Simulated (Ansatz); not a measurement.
Coupled-cluster run, H4SSi (`[SiH3]S`).

```yaml
crystal:
  periodic: [false, false, false]
  atoms:
    - {symbol: Si, position_ang: [-0.169831, -0.263412, -0.436043]}
    - {symbol: S, position_ang: [0.907337, -0.012564, 1.392833]}
    - {symbol: H, position_ang: [-1.629769, -0.074275, -0.241589]}
    - {symbol: H, position_ang: [0.108639, -1.658316, -0.852549]}
    - {symbol: H, position_ang: [0.299768, 0.681223, -1.481077]}
    - {symbol: H, position_ang: [0.526056, 1.263344, 1.572324]}
basis:
  gaussian: {orbitals: cc-pV(T+d)Z}
correlation: {method: ccsd_t}
output: {orbitals: {seedname: orbitals}}
```

```sh
$ ansatz run in.yaml --threads 2 --pin off --events-out ev --progress --plain
```

Output of Ansatz, abridged:

```
Functional definition: HF
764 factors; integrals over basis functions are off by at most 1.0e-3 eV
mean field evaluation 1: about -18743.4366 eV, gradient 1.4e1 eV
mean field evaluation 2: about -18743.5715 eV, gradient 1.4e1 eV
mean field evaluation 4: about -18744.5734 eV, gradient 2.0e0 eV
mean field evaluation 8: about -18744.5909 eV, gradient 9.3e-2 eV
mean field -18744.59099818 eV, -688.8510136429 hartree, gradient 3.1e-6 eV, S^2 0.000000; 0 other end points of the search recorded, 0 dependent functions left out
10 core orbitals not correlated: weight in the atoms' cores, before any rotation towards them, 1.000 or more for the frozen orbitals, at most 0.000 for the correlated occupied ones
reference -18744.59099818 eV, -688.8510136429 hartree; 7, 7 occupied and 117, 117 virtual orbitals, 764 factors
second order -8.46535400 eV of doubles, -0.00000000 eV of singles
cycle   1  -9.26914696 eV  change   -8.0e-1 eV  update   6.8e-2
cycle   2  -9.57522888 eV  change   -3.1e-1 eV  update   2.2e-2
cycle   3  -9.59815529 eV  change   -2.3e-2 eV  update   6.5e-3
cycle   4  -9.59537378 eV  change    2.8e-3 eV  update   2.0e-3
cycle   5  -9.59468718 eV  change    6.9e-4 eV  update   6.0e-4
cycle   6  -9.59457613 eV  change    1.1e-4 eV  update   1.8e-4
cycle   7  -9.59459355 eV  change   -1.7e-5 eV  update   4.8e-5
cycle   8  -9.59460516 eV  change   -1.2e-5 eV  update   1.6e-5
perturbative correction -0.36331937 eV, -0.0133517404 hartree
Total energy: -18754.54892270 eV, -689.2169606195 hartree
```

Run time 4.7 s (2 threads of a server CPU on a shared host); peak host memory 0.61 GiB.

Correlation energy per correlated electron: -0.711 eV. T1 diagnostic: 0.0106.
